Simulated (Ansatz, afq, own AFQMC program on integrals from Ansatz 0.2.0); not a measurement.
CH2B, doublet in cc-pVDZ, levels against CCSDT(Q)

```yaml
atoms:
  - { symbol: B, position_ang: [0.0000, 0.0000, 0.6493] }
  - { symbol: C, position_ang: [0.0000, 0.0000, -0.7007] }
  - { symbol: H, position_ang: [0.0000, 0.0000, 1.8218] }
  - { symbol: H, position_ang: [0.0000, 0.0000, -1.7703] }
```

Connectivity, by distances: BH–CH.

Basis cc-pVDZ. Only valence electrons are correlated. AFQMC by an in-house program on the Cholesky factors that Ansatz 0.2.0 writes for its CCSD(T) run. ph-AFQMC/CISD is guided by a CISD state made of CCSD amplitudes; releasing the constraint for a short imaginary time cuts its bias at the price of noise, slowly where states lie close. ± is one standard error of the sampling.

Determinant: UHF, the one that the program's search chose, which needn't be the lowest solution. The geometry is a point of a scan.

No full CI on the walks' own integrals is used here; CCSDT(Q) serves as the reference and is uncertain by about the last step of the cluster series.

- T1 diagnostic: 0.0210
- weight of the determinant in the CISD state: 0.894
- ⟨S²⟩ of the determinant: 0.777
- size of the correlated space: 9 electrons in 36 orbitals

| level | correlation energy (eV) |
| --- | --- |
| MP2 | -4.8991 |
| CCSD | -5.6789 |
| CCSD(T) | -5.8674 |

(1) Estimate where phaseless AFQMC with a CISD trial lies against CCSD(T) on the same integrals.

(1) 4.2 ± 1.8 kJ/mol below CCSD(T).

Reference: CCSDT(Q), correlation energy -5.908 eV. The released energy is read at 2.40 1/Eh (meV from the phaseless value at times in 1/Eh: -16 ± 22 at 0.24, 0 ± 14 at 0.51, -14 ± 12 at 0.99, 1 ± 12 at 1.62, 5 ± 15 at 2.40).

```csv
level,E − E(reference) (kJ/mol),share of correlation (%)
CCSD(T),3.9,99.31
CCSDT,1.2,99.78
ph-AFQMC/HF,4.5 ± 7.4,99.22
ph-AFQMC/CISD,-0.3 ± 1.8,100.05
released AFQMC,0.2 ± 1.5,99.97
```

A walk keeps the symmetry of its determinant, which the program's search chose and which needn't be the lowest solution, so a lower state of the same spin and another symmetry isn't excluded. Released energies are given only where the last usable release times agree within the noise; a slower fall can still hide under it.
